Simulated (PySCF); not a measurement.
Species: 3-chloro-1-butyne, C₄H₅Cl.
SMILES with atom numbers: `[CH:1]#[C:2][C@H:3]([CH3:4])[Cl:5]` (hydrogens: H6 on C1; H7 on C3; H8, H9, H10 on C4)

Method used: PBE0-D3(BJ)/def2-TZVP geometry optimisation, gas phase in PySCF 2.14.0.

Task: Give the optimised bond lengths and angles.

Result: 
| bond | length (bohr) | order |
| --- | --- | --- |
| C1≡C2 | 2.266 | triple |
| C2–C3 | 2.736 | single |
| C3–C4 | 2.866 | single |
| C3–Cl5 | 3.410 | single |
| C1–H6 | 2.011 | single |
| C3–H7 | 2.063 | single |
| C4–H8, C4–H9, C4–H10 | 2.061 | single |

Bonds in one row agree within 0.02 bohr and their mean is given. Orders are formal, as drawn. A selection of angles:
| angle | degrees |
| --- | --- |
| C2–C1–H6 | 179.5 |
| C1–C2–C3 | 178.3 |
| C2–C3–C4 | 112.7 |
| C2–C3–Cl5 | 109.8 |
| C2–C3–H7 | 109.3 |
| C4–C3–Cl5 | 109.8 |
| C4–C3–H7 | 110.4 |
| Cl5–C3–H7 | 104.5 |
| C3–C4–H8 | 110.3 |
| H8–C4–H9 | 108.7 |

The 3 C–C bonds span 1.199 Å (C1≡C2, drawn triple) to 1.517 Å (C3–C4, drawn single), a spread of 0.318 Å.

Point group: C1 (no symmetry element, even within 0.4 Å). No frequency check.

The run took 95 s wall on Intel Xeon Platinum 8488C, one thread, shared host with 192 logical CPUs at a one-minute load of 67, and the process peaked at 0.79 GiB of memory. These figures are those of the optimisation.
